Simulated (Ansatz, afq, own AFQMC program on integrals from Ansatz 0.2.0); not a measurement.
# BCN, triplet: AFQMC among the cluster methods

```xyz
3

B     0.4695    0.0000    0.8637
C    -0.7042    0.0000    0.0110
N     0.2414    0.0000   -0.6760
```

Connectivity, by distances: B–C–N, closed to a ring.

Basis cc-pVDZ. Noble-gas cores (and the filled d shells of Ga–Kr and In–Xe) are frozen. Ansatz 0.2.0 and our own AFQMC program on the same integrals; the CISD trial comes from CCSD amplitudes, and released means the phaseless constraint is let go. Uncertainties: one standard error, sampling alone.

Determinant: UHF, the one that the program's search chose, which needn't be the lowest solution. The geometry is a point of a scan.

No full CI on the walks' own integrals is used here; CCSDT(Q) serves as the reference and is uncertain by about the last step of the cluster series.

Cautions: lower spins were not checked.

The T1 diagnostic is 0.0237 and the weight of the determinant in the CISD state is 0.869. The ⟨S²⟩ of the determinant is 2.028 and the size of the correlated space is 12 electrons in 39 orbitals.

Reference: CCSDT(Q), correlation energy -9.061 eV. The released energy is read at 2.40 1/Eh (meV from the phaseless value at times in 1/Eh: -10 ± 21 at 0.24, -5 ± 23 at 0.51, -14 ± 25 at 0.99, -5 ± 24 at 1.62, -9 ± 29 at 2.40).

```tsv
level	E − E(reference) (kJ/mol)	share of correlation (%)
HF	874.2	0.00
MP2	85.1	90.26
CCSD	44.2	94.94
CCSD(T)	5.7	99.35
CCSDT	3.6	99.58
ph-AFQMC/CISD	2.1 ± 2.2	99.76
released AFQMC	1.2 ± 2.8	99.86
```

A walk keeps the symmetry of its determinant, which the program's search chose and which needn't be the lowest solution, so a lower state of the same spin and another symmetry isn't excluded. Released energies are given only where the last usable release times agree within the noise; a slower fall can still hide under it.
